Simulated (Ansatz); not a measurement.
Input file:

```yaml
crystal:
  periodic: [false, false, false]
  atoms:
    - {symbol: O, position_ang: [0.000000, 0.000000, 0.000000]}
    - {symbol: F, position_ang: [0.000000, 0.000000, 1.941000]}
basis:
  gaussian: {orbitals: 6-31G}
total_charge: 1
magnetization: {spin_polarized: false}
correlation: {method: ccsdt_q, electrons: outside_noble_gas}
```

```sh
$ ansatz run in.yaml --threads 1 --pin off --events-out ev --progress --plain --max-ram 2393MiB
```

Output:

```
264 factors; integrals over basis functions are off by at most 2.7e-8 eV
mean field evaluation 1: about -4700.1015 eV, gradient 7.7e1 eV
mean field evaluation 2: about -4700.1071 eV, gradient 7.7e1 eV
mean field evaluation 4: about -4713.9353 eV, gradient 2.8e1 eV
mean field evaluation 8: about -4718.4475 eV, gradient 5.5e0 eV
mean field evaluation 16: about -4718.5005 eV, gradient 2.3e-5 eV
mean field evaluation 32: about -4715.6673 eV, gradient 8.5e0 eV
mean field evaluation 64: about -4716.0784 eV, gradient 2.5e0 eV
mean field evaluation 96: about -4714.2108 eV, gradient 5.3e-1 eV
mean field evaluation 128: about -4711.7020 eV, gradient 3.6e1 eV
mean field evaluation 160: about -4714.2113 eV, gradient 1.0e-3 eV
...
mean field -4718.50054109 eV, -173.4016965707 hartree, gradient 1.3e-6 eV, S^2 0.000000; 8 other end points of the search recorded, 0 dependent functions left out; unrestricted orbitals would lower it
...
determinant -4718.50054109 eV, -173.4016965707 hartree, with singles and doubles -4725.72646622 eV, -173.6672444213 hartree
determinant -4715.96120829 eV, -173.3083778114 hartree, with singles and doubles -4724.59479490 eV, -173.6256562671 hartree
determinant -4715.38751032 eV, -173.2872947998 hartree, with singles and doubles -4722.48124189 eV, -173.5479846268 hartree
unrestricted determinant -4724.26086840 eV, -173.6133846945 hartree, S^2 2.0078
2 core orbitals not correlated: weight in the atoms' cores, before any rotation towards them, 1.000 or more for the frozen orbitals, at most 0.000 for the correlated occupied ones
reference -4718.50054109 eV, -173.4016965707 hartree; 6, 6 occupied and 10, 10 virtual orbitals, 264 factors
second order -5.88574304 eV of doubles, -0.00000000 eV of singles
...
the amplitudes didn't converge, or were refused; trying again from the screening CCSD amplitudes
...
cycle 290  -7.64997844 eV  change   -4.0e-2 eV  update   5.4e-3
cycle 291  -7.61980103 eV  change    3.0e-2 eV  update   5.0e-3
cycle 292  -7.62401466 eV  change   -4.2e-3 eV  update   4.9e-3
cycle 293  -7.61115425 eV  change    1.3e-2 eV  update   4.8e-3
cycle 294  -7.60741746 eV  change    3.7e-3 eV  update   5.3e-3
cycle 295  -7.61130018 eV  change   -3.9e-3 eV  update   5.6e-3
cycle 296  -7.62176799 eV  change   -1.0e-2 eV  update   5.3e-3
cycle 297  -7.66745480 eV  change   -4.6e-2 eV  update   4.8e-3
cycle 298  -7.66249865 eV  change    5.0e-3 eV  update   6.3e-3
cycle 299  -7.66536137 eV  change   -2.9e-3 eV  update   5.9e-3
Error: not converged in 300 cycles: update norm 4.630e-3, energy change 5.234e-2 eV, smallest ratio of the change in the update to the step in singles and doubles: 8.6e-6
```

The run gave no result to rely on (not converged).

Ran on 1 thread of Arm Neoverse V1, shared host: 12 s wall, 0.13 GiB peak host memory.
